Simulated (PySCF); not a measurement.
# TDDFT excited states: C3H5N

Species: ethyl cyanide, C₃H₅N.
SMILES with atom numbers: `[CH3:1][CH2:2][C:3]#[N:4]` (hydrogens: H5, H6, H7 on C1; H8, H9 on C2)

Method: TDDFT CAM-B3LYP/aug-cc-pVTZ, vertical, gas phase, core orbitals frozen in the response (PySCF). Isolated species at its PBE0-D3(BJ)/def2-TZVP geometry, gas phase.

**Question.** Predict the UV-vis stick spectrum at this level.

**Answer.** 

```csv
state,E (eV),ν̃ (cm⁻¹),f,|μ| (D),symmetry,"main configurations (H = HOMO, L = LUMO)"
S1,7.69,62040,0.0000,0.03,–,"H→L+9 (23%), H→L (17%), H-1→L+7 (12%)"
S2,8.00,64500,0.011,0.59,A′,"H-1→L (22%), H→L+7 (19%), H-1→L+9 (15%)"
S3,8.02,64700,0.0002,0.08,–,"H-1→L+7 (33%), H-1→L+10 (21%), H→L (14%)"
S4,8.33,67160,0.0086,0.52,A″,"H→L (42%), H→L+3 (17%), H→L+1 (10%)"
S5,8.41,67800,0.019,0.78,A′,"H-1→L (51%), H-1→L+3 (16%)"
S6,9.17,73920,0.047,1.17,A′,H→L+2 (75%)
S7,9.18,74050,0.025,0.85,A″,H→L+1 (72%)
S8,9.22,74390,0.0017,0.22,–,"H-2→L (37%), H-1→L+1 (27%), H-2→L+9 (10%)"
S9,9.29,74900,0.046,1.14,A′,"H-1→L+1 (48%), H-2→L (11%), H-1→L+3 (10%)"
S10,9.30,74980,0.0030,0.29,A″,H-1→L+2 (81%)
```

Triplets (Tamm–Dancoff): T1 6.42 eV, H→L+7 (20%), H-1→L+9 (19%), H→L+10 (13%); T2 6.97 eV, H→L+9 (20%), H-1→L+7 (19%), H-1→L+10 (12%); T3 6.98 eV, H→L+7 (23%), H-1→L+9 (17%), H→L+10 (15%); T4 7.74 eV, H-1→L+7 (26%), H-1→L+10 (16%), H→L (14%).

The lowest singlet lies at 7.69 eV (161 nm, vacuum ultraviolet) and is dark (f under 0.0005); its leading configuration is HOMO→LUMO+9 (23%). The largest oscillator strength of a single state is 0.047. Löwdin shares by element: HOMO nitrogen 45%, carbon 44% or more; LUMO hydrogen 76% or more (atoms not listed hold the other 24%). The oscillator strengths of these states sum to 0.162; summed over the whole spectrum of an exact calculation they would give the number of electrons, 30 (Thomas–Reiche–Kuhn). Weighted by f, the mean energy of these states is 8.99 eV. The listed states span 1.60 eV, and the widest gap between neighbours is 0.76 eV (S5 to S6). No computed singlet lies in the visible range (380 to 750 nm); the lowest, at 161 nm, stands 4.43 eV above its violet end (3.26 eV). Symmetry labels in Cs follow from the direction of the transition dipole and are given only for states with f of 0.002 or more. Only the lowest 10 singlets were computed, as vertical energies without vibronic structure.

On Intel Xeon Platinum 8488C, one thread, on a shared host, this took 28 s and 1.1 GiB of memory at its peak.
